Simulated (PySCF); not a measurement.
Molfile (atoms numbered from 1):
```
C2H3P
     RDKit          3D

  6  5  0  0  0  0  0  0  0  0999 V2000
   -0.6222   -0.0729    0.0118 C   0  0  0  0  0  0  0  0  0  0  0  0
    0.8306   -0.0498   -0.0025 C   0  0  0  0  0  0  0  0  0  0  0  0
    2.3775   -0.0222   -0.0227 P   0  0  0  0  0  0  0  0  0  0  0  0
   -1.0182   -0.5768   -0.8850 H   0  0  0  0  0  0  0  0  0  0  0  0
   -1.0010   -0.6102    0.8967 H   0  0  0  0  0  0  0  0  0  0  0  0
   -1.0336    0.9497    0.0352 H   0  0  0  0  0  0  0  0  0  0  0  0
  1  2  1  0
  2  3  3  0
  1  4  1  0
  1  5  1  0
  1  6  1  0
M  END
```

Geometry: PBE0-D3(BJ)/def2-SVP; GIAO shifts from PySCF 2.14.0 with density-fitted response routines, gas phase, non-relativistic, averaged over equivalent atoms.

At PBE0/pcSseg-0 (37 basis functions, 1.9 s wall time on 1 thread of an Arm Neoverse V1, shared host):
```
   atoms  δ (ppm)
      C2    189.3
      C1     17.1
      P3    -65.6
H4/H5/H6     2.36
```

Scale: TMS for 13C (σref 193.52) and 1H (σref 32.83); H3PO4 for 31P (σref 281.41) (reference shieldings calculated alike).

**Question.** Estimate the result of repeating the calculation with PBE0/pcSseg-3.

**Answer.** 
```csv
atoms,δ at PBE0/pcSseg-3,change
C2,184.8,-4.5
C1,16.0,-1.1
P3,-56.2,+9.4
H4/H5/H6,2.24,-0.12
```

Chemical shifts δ = σref − σ; 13C (σ = 183.56 ppm) and 1H (σ = 31.17 ppm) against TMS; H3PO4 for 31P (σ = 292.30 ppm), all at this level.

The largest change is at P3 (phosphorus bonded to C). Cost: 319 basis functions, 44 s wall time on 1 thread of an Arm Neoverse V1, shared host.

Experimental scales use liquid or dissolved standards, which lie at an offset from isolated H3PO4.
